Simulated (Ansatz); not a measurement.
Reaction (SMILES): C(OC)=O -> [O]C=O + [CH3] (CH3) (the C-O bond breaks)

Wanted: bond dissociation energy (electronic), in kcal/mol. Terms: non-relativistic; open shells spin-unrestricted; no spin-orbit coupling; dispersion terms only where a functional's name holds one. First-principles rows: single points at B3LYP-D3(BJ) geometries (Ansatz, a program for electronic structure).

```tsv
species	coefficient	E at B3LYP/STO-3G (Ansatz), Eh	E at PBE/def2-TZVPD (Ansatz), Eh
COC=O	-1	-225.99234	-228.90319
[O]C=O	+1	-186.46487	-188.97860
[CH3] (CH3)	+1	-39.34384	-39.78820
```

 1 Eh = 627.5095 kcal/mol.

Problem. Work the quantity out at each level.

Solution. 
- B3LYP/STO-3G: the sum of coefficient times E is 0.18363 Eh, or 115.23 kcal/mol. Result: 115.2 kcal/mol.
- PBE/def2-TZVPD: the sum of coefficient times E is 0.13639 Eh, or 85.59 kcal/mol. Result: 85.6 kcal/mol.
